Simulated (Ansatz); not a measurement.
# SiCF (doublet): from Hartree-Fock to the top rungs, def2-QZVPP

One table from this session's results is given with a row withheld; the runs are named, their logs left out.

Program: Ansatz 0.2.0, Gaussian basis. Level of theory: def2-QZVPP, core rule «outside noble gas», up to 7 orbitals frozen. These are calculated values, not measurements.

Plan: UHF; ROHF; CCSD(T) on UHF.

2 further runs of the same task are left out: 2 set aside as unsound or not needed.

## The system

The geometry is a PBE0/def2-TZVP stationary point (not a proven minimum).

3 atoms, charge 0, spin multiplicity 2.

Atoms are counted from 1 here; the program's logs count them from 0.

Bond lengths: C1–Si2 1.730 Å, Si2–F3 1.588 Å. Angles: C1–Si2–F3 180.0°.

The first run:

Contents of in.yaml:

```yaml
crystal:
  periodic: [false, false, false]
  atoms:
    - {symbol: C, position_ang: [0.000000, 0.000000, 1.682800]}
    - {symbol: Si, position_ang: [0.000000, 0.000000, -0.047400]}
    - {symbol: F, position_ang: [0.000000, 0.000000, -1.635400]}
basis:
  gaussian: {orbitals: "def2-QZVPP.json"}
magnetization: {spin_polarized: true, initial_magnetization: 1}
hamiltonian: {xc: hf}
output: {orbitals: {seedname: orbitals}}
```

Launch:

```console
$ ansatz run in.yaml --threads 1 --pin off --events-out ev --progress --plain --max-ram 2393MiB
```

Steps of the session up to this table: UHF; ROHF; CCSD(T) on UHF.

One table of the session follows, with a row left open; its other results are not shown here.

It belongs to the step «Misses and costs». 

| method | from UCCSD(T) (kJ/mol) |
| --- | --- |
| ROHF | +1501.3 |
| UMP2 | +193.3 |
| UCCSD | ? |
| UCCSD(T) | 0 |

Estimate the missing values for UCCSD.

As computed: from UCCSD(T) (kJ/mol): +78.1. In the column «from UCCSD(T) (kJ/mol)» it lies between UCCSD(T) (0) and UMP2 (+193.3).

Left out of the table: UHF (another determinant or state than the rows shown).

Caveats from the session: The determinant is far from a pure spin state, so its energy mixes those of several spin states (harmless only where they are near-degenerate, as at dissociation). Warnings: spin contamination; coupled cluster took another determinant than the lowest.
